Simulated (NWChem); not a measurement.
# Si2H6O (disilanol): HF/6-31G(d) (spherical functions)

Aim: the adiabatic ionisation energy of Si2H6O (disilanol) at HF/6-31G* (spherical functions), from 2 runs. 

The calculation is run with NWChem 7.3.0.

**1. The molecule**

Si2H6O: 9 atoms, total charge 0, spin state singlet. SMILES: `O[SiH2][SiH3]`. The shape is that of a PBE0-D4/def2-TZVP optimisation. This is one conformer, not always the lowest. The run starts from this shape.

Bond lengths: O1–Si2 1.654 Å, Si2–Si3 2.347 Å, O1–H4 0.958 Å, Si2–H5 1.493 Å, Si2–H6 1.484 Å, Si3–H7 1.489 Å, Si3–H8 1.491 Å, Si3–H9 1.488 Å. Some angles: O1–Si2–Si3 112.4°, O1–Si2–H5 111.3°, O1–Si2–H6 105.5°, Si3–Si2–H5 108.5°, Si3–Si2–H6 110.6°, Si2–O1–H4 117.6°, Si2–Si3–H7 110.0°, Si2–Si3–H8 110.1°, Si2–Si3–H9 111.4°, H5–Si2–H6 108.5°.

**2. A geometry optimisation at HF/6-31G(d) (spherical functions)**

File h6osi2.nw:

```
start h6osi2
title "H6OSi2"
memory total 2200 mb

geometry units angstroms
  O    -1.609000    1.039900   -0.762000
  Si    0.004800    0.933100   -0.415900
  Si    0.544200   -1.038400    0.738600
  H    -1.996600    0.341400   -1.290800
  H     0.830600    0.994500   -1.657800
  H     0.311400    2.125200    0.413000
  H     2.012900   -1.104800    0.974500
  H     0.146200   -2.228200   -0.066200
  H    -0.156000   -1.109100    2.049500
end

basis spherical bse
  * library 6-31G*
end

scf
  singlet
  rhf
  thresh 1e-07
  maxiter 80
  print low
end

driver
  maxiter 60
end

freq
  temp 3 298.15 600 900
end

task scf optimize
task scf frequencies
```

Command:

```console
$ nwchem h6osi2.nw > h6osi2.out
```

Log:

```text
[...]
  functions       =    62
[...]
  wavefunction    = RHF
[...]
         Total SCF energy =   -656.203497352705
[...]
@    0    -656.20349735  0.0D+00  0.01193  0.00268  0.00000  0.00000      6.7
[...]
         Total SCF energy =   -656.203800090542
[...]
@    1    -656.20380761 -3.1D-04  0.00501  0.00121  0.00666  0.01285     15.8
[...]
@    8    -656.20391344 -2.8D-06  0.00026  0.00007  0.00500  0.01405     76.2
[...]
         Total SCF energy =   -656.203914126744
[...]
@    9    -656.20391413 -6.8D-07  0.00004  0.00001  0.00205  0.00472     84.6
[...]
         Total SCF energy =   -656.203914191658
[...]
         Total SCF energy =   -656.203914191658
[...]
                         RHF ENERGY GRADIENTS
    atom               coordinates                        gradient
                 x          y          z           x          y          z
   1 O      -1.355776   3.335007   0.112058    0.000035  -0.000020  -0.000019
   2 Si      1.032907   1.314250   0.004215   -0.000039   0.000002   0.000015
   3 Si     -0.335699  -2.918619   0.029355    0.000013   0.000011   0.000008
   4 H      -2.513840   3.380453  -1.250669   -0.000014   0.000003  -0.000003
   5 H       2.590909   1.738642  -2.281474    0.000009  -0.000000  -0.000001
   6 H       2.592589   1.841828   2.246397    0.000005   0.000011   0.000013
   7 H       1.862870  -4.630355  -0.204742   -0.000009  -0.000003  -0.000010
   8 H      -2.056296  -3.408019  -2.123188   -0.000012   0.000002  -0.000003
   9 H      -1.697144  -3.537713   2.388458    0.000012  -0.000006  -0.000000
[...]
@   10    -656.20391419 -6.5D-08  0.00003  0.00001  0.00061  0.00130     89.0
[...]
      Optimization converged
[...]
@   10    -656.20391419 -6.5D-08  0.00003  0.00001  0.00061  0.00130     89.0
[...]
         Total SCF energy =   -656.203914191658
      One-electron energy =  -1213.987732236998
      Two-electron energy =    404.871349559297
 Nuclear repulsion energy =    152.912468486044
        Time for solution =      0.3s
[...]
 Zero-Point correction to Energy  =   37.493 kcal/mol  (  0.059749 au)
 Thermal correction to Energy     =   58.962 kcal/mol  (  0.093962 au)
 Thermal correction to Enthalpy   =   60.750 kcal/mol  (  0.096811 au)
 Total Entropy                    =  108.575 cal/mol-K
   - Translational                =   44.446 cal/mol-K (mol. weight =  77.9957)
   - Rotational                   =   28.463 cal/mol-K (symmetry #  =        1)
   - Vibrational                  =   35.667 cal/mol-K
 Cv (constant volume heat capacity) =   35.952 cal/mol-K
   - Translational                  =    2.979 cal/mol-K
   - Rotational                     =    2.979 cal/mol-K
   - Vibrational                    =   29.994 cal/mol-K
[...]
 Normal Eigenvalue ||           Projected Infra Red Intensities
  Mode   [cm**-1]  || [atomic units] [(debye/angs)**2] [(KM/mol)] [arbitrary]
 ------ ---------- || -------------- ----------------- ---------- -----------
    1        0.000 ||    0.000004           0.000         0.004       0.000
    2        0.000 ||    0.000029           0.001         0.029       0.003
    3        0.000 ||    0.001204           0.028         1.174       0.116
    4        0.000 ||    0.000051           0.001         0.050       0.005
    5        0.000 ||    0.001392           0.032         1.357       0.134
    6        0.000 ||    0.000220           0.005         0.214       0.021
    7      107.471 ||    0.001243           0.029         1.211       0.120
    8      168.249 ||    0.030964           0.714        30.185       2.991
    9      211.415 ||    0.144272           3.328       140.643      13.935
   10      403.299 ||    0.041460           0.957        40.417       4.005
   11      452.026 ||    0.010550           0.243        10.285       1.019
   12      574.200 ||    0.027478           0.634        26.787       2.654
   13      666.798 ||    0.016297           0.376        15.888       1.574
   14      794.241 ||    0.061469           1.418        59.923       5.937
[...]
```

Run time: 99 s. Hardware: 1 thread of AMD EPYC 9R45 (Zen 5), shared host; peak memory 0.14 GiB.

Step by step:

```tsv
step	energy from the first frame kept (eV)
0	0.0000
1	-0.0084
2	-0.0108
3	-0.0110
4	-0.0110
5	-0.0110
6	-0.0111
7	-0.0112
8	-0.0113
9	-0.0113
10	-0.0113
```

After the run. Bond lengths: O1–Si2 1.657 Å, Si2–Si3 2.354 Å, O1–H4 0.947 Å, Si2–H5 1.481 Å, Si2–H6 1.472 Å, Si3–H7 1.480 Å, Si3–H8 1.481 Å, Si3–H9 1.478 Å. Some angles: O1–Si2–Si3 112.3°, O1–Si2–H5 110.8°, O1–Si2–H6 106.1°, Si3–Si2–H5 108.7°, Si3–Si2–H6 110.4°, Si2–O1–H4 119.0°, Si2–Si3–H7 109.9°, Si2–Si3–H8 110.6°, Si2–Si3–H9 111.4°, H5–Si2–H6 108.5°.

**3. The doublet cation: a structure relaxation at UHF/6-31G(d) (spherical functions)**

File run.nw:

```
start run
title "H6OSi2 optimise"
memory 2200 mb
charge 1

geometry units angstrom noautosym
  O    -1.609000    1.039900   -0.762000
  Si    0.004800    0.933100   -0.415900
  Si    0.544200   -1.038400    0.738600
  H    -1.996600    0.341400   -1.290800
  H     0.830600    0.994500   -1.657800
  H     0.311400    2.125200    0.413000
  H     2.012900   -1.104800    0.974500
  H     0.146200   -2.228200   -0.066200
  H    -0.156000   -1.109100    2.049500
end

basis spherical bse
  O library 6-31G*
  Si library 6-31G*
  H library 6-31G*
end

scf
  doublet
  uhf
  thresh 1e-07
  maxiter 80
  print low
end

driver
  maxiter 60
end

freq
  temp 2 298.15 573.15
end

task scf optimize
task scf frequencies
```

Command:

```console
$ nwchem run.nw > run.out
```

Log, shortened:

```text
[...]
  functions       =    62
[...]
  wavefunction    = UHF
[...]
         Total SCF energy =   -655.850075092886
[...]
@    0    -655.85007509  0.0D+00  0.04174  0.01181  0.00000  0.00000     11.1
[...]
         Total SCF energy =   -655.872651739151
[...]
@    1    -655.88919877 -3.9D-02  0.03173  0.00675  0.21092  0.36474     25.8
[...]
@   11    -655.89494512 -1.0D-06  0.00005  0.00002  0.00124  0.00378    143.9
[...]
         Total SCF energy =   -655.894945321242
[...]
@   12    -655.89494532 -2.0D-07  0.00004  0.00001  0.00118  0.00240    153.4
[...]
         Total SCF energy =   -655.894945390220
[...]
         Total SCF energy =   -655.894945390220
[...]
                         UHF ENERGY GRADIENTS
    atom               coordinates                        gradient
                 x          y          z           x          y          z
   1 O      -2.868374   1.395401  -1.206019   -0.000002   0.000009   0.000035
   2 Si      0.118690   1.688185  -0.898964    0.000002  -0.000027  -0.000036
   3 Si      1.347148  -2.507481   1.644623    0.000000   0.000002  -0.000007
   4 H      -3.762813   0.781645  -2.639555   -0.000005  -0.000006  -0.000023
   5 H       1.703641   1.345726  -3.127423    0.000009   0.000016   0.000028
   6 H       0.853794   3.474912   1.055420   -0.000006  -0.000001  -0.000002
   7 H       4.060300  -2.052362   1.871907   -0.000018  -0.000011   0.000002
   8 H       0.544155  -4.426514  -0.167660   -0.000001   0.000012   0.000014
   9 H      -0.194351  -2.161770   3.903470    0.000022   0.000006  -0.000011
[...]
@   13    -655.89494539 -6.9D-08  0.00002  0.00001  0.00055  0.00124    158.8
[...]
      Optimization converged
[...]
@   13    -655.89494539 -6.9D-08  0.00002  0.00001  0.00055  0.00124    158.8
[...]
         Total SCF energy =   -655.894945390220
      One electron energy =  -1195.919975622418
      Two electron energy =    391.301674200933
 Nuclear repulsion energy =    148.723356031265
                       Sz =      0.5000
                 Sz(Sz+1) =      0.7500
                      S^2 =      0.7546
[...]
```

It took 2.8 min on 1 thread of AMD EPYC 9R45 (Zen 5), shared host; peak memory 0.15 GiB.

The path in brief:

```tsv
step	energy from the first frame kept (eV)
0	0.0000
1	-1.0646
2	-1.1332
3	-1.1701
4	-1.1864
5	-1.1954
6	-1.2023
7	-1.2115
8	-1.2170
9	-1.2203
10	-1.2209
11	-1.2210
12	-1.2210
13	-1.2210
```

After the run. Bond lengths: O1–Si2 1.597 Å, O1–H4 0.951 Å, Si2–H5 1.458 Å, Si2–H6 1.454 Å, Si3–H7 1.461 Å, Si3–H8 1.460 Å, Si3–H9 1.459 Å. Angles: O1–Si2–H5 118.4°, O1–Si2–H6 113.6°, Si2–O1–H4 127.4°, H5–Si2–H6 120.1°, H7–Si3–H8 117.1°, H7–Si3–H9 117.5°, H8–Si3–H9 117.6°. A long bond or contact: Si2–Si3 2.677 Å.

**4. Outcome**

At HF/6-31G* (spherical functions):

| quantity | value |
| --- | --- |
| run 1, HF/6-31G*: total energy at the end | -656.20391 Eh |
| run 1, HF/6-31G*: lowest harmonic wavenumber | 107 cm⁻¹ |
| run 1, HF/6-31G*: highest harmonic wavenumber | 4126 cm⁻¹ |
| run 1, HF/6-31G*: zero-point energy | 156.9 kJ/mol |
| run 1, HF/6-31G*: ideal-gas entropy at 298.15 K (symmetry number 1 as used) | 75.4 cal/(mol K) |
| doublet cation: total energy at the end | -655.89495 Eh |
| doublet cation: ⟨S²⟩ | 0.755 |
| doublet cation: lowest harmonic wavenumber | 102 cm⁻¹ |
| doublet cation: highest harmonic wavenumber | 4072 cm⁻¹ |
| doublet cation: zero-point energy | 155.0 kJ/mol |
| adiabatic ionisation energy (to the doublet cation, no zero-point term) | 8.407 eV |

What this shows: The adiabatic ionisation energy (to the doublet cation, no zero-point term) is 8.41 eV (194 kcal/mol). All 21 modes (run 1, HF/6-31G*) are real, so the shape is a minimum at this level. The optimisation (run 1, HF/6-31G*) took 11 steps and changed the energy by -0.011 eV. All 21 modes (doublet cation) are real, so the shape is a minimum at this level. The optimisation (doublet cation) took 14 steps and changed the energy by -1.221 eV.
